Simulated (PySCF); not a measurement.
Species: C3H2FPS.
Geometry (GFN2-xTB, Å), atoms numbered from 1 in this order:
```
atom  x, y, z in Å
F1     2.3023   -0.5950    0.4872
C2     1.0064   -0.3196    0.2539
C3     0.6535    0.8208   -0.3877
S4    -1.0257    1.0400   -0.6143
C5    -1.4723   -0.4255    0.1541
P6    -0.2630   -1.4462    0.7846
H7     1.3335    1.5698   -0.7494
H8    -2.5257   -0.6349    0.2024
```

Method used: TDDFT B3LYP/def2-SVPD, vertical, gas phase, core orbitals frozen in the response in PySCF.

Transition dipole moments from the ground state, in atomic units and in the frame of the coordinates above (overall signs are arbitrary), for the states with f of 0.002 or more among the lowest 8:

| state | E (hartree) | μx | μy | μz |
| --- | --- | --- | --- | --- |
| S1 | 0.1768 | -0.027 | 0.624 | -0.341 |
| S2 | 0.1881 | 0.671 | -0.380 | 0.249 |
| S3 | 0.1980 | -0.014 | 0.105 | 0.189 |
| S5 | 0.2109 | -0.009 | 0.073 | 0.136 |
| S6 | 0.2286 | 0.529 | 0.573 | -0.278 |
| S8 | 0.2449 | 0.137 | -0.637 | 0.352 |

(1) Work out the oscillator strengths.

(2) The point group is Cs. Which irreducible representation does each state belong to?

(3) Which bond between heavy atoms lies closest to the direction of the S6 transition dipole?

(4) What angle do the transition dipoles of S1 and S2 make?

(5) How is the summed strength of these states shared among x, y and z?

(6) What peak molar absorption coefficient would the strongest computed level give as a lone Gaussian band 0.5 eV wide at half height?

Results:

(1) f = (2/3) ΔE |μ|² with ΔE in hartree (27.2114 eV).

```csv
state,|μ|² (au),|μ| (D),f
S1,0.507,1.81,0.060
S2,0.657,2.06,0.082
S3,0.047,0.55,0.006
S5,0.024,0.39,0.003
S6,0.685,2.10,0.104
S8,0.548,1.88,0.090
```

(2) Polarised normal to the mirror plane, so A″: S3 and S5. Polarised in the mirror plane, so A′: S1, S2, S6 and S8.

(3) C2–P6, at 6° from it; next S4–C5 at 25°.

(4) |cos θ| = |μa·μb| / (|μa| |μb|) = 0.59, so θ ≈ 54° (taken between 0 and 90°, since the signs are arbitrary).

(5) (2/3) Σ ΔE μα² gives 0.102 for x, 0.182 for y and 0.061 for z, 0.346 in all.

(6) ε(max) = 2.175×10⁸ f / FWHM, with the width in cm⁻¹. S6: 2.175×10⁸ × 0.1044 / 4033 ≈ 5600 L mol⁻¹ cm⁻¹.
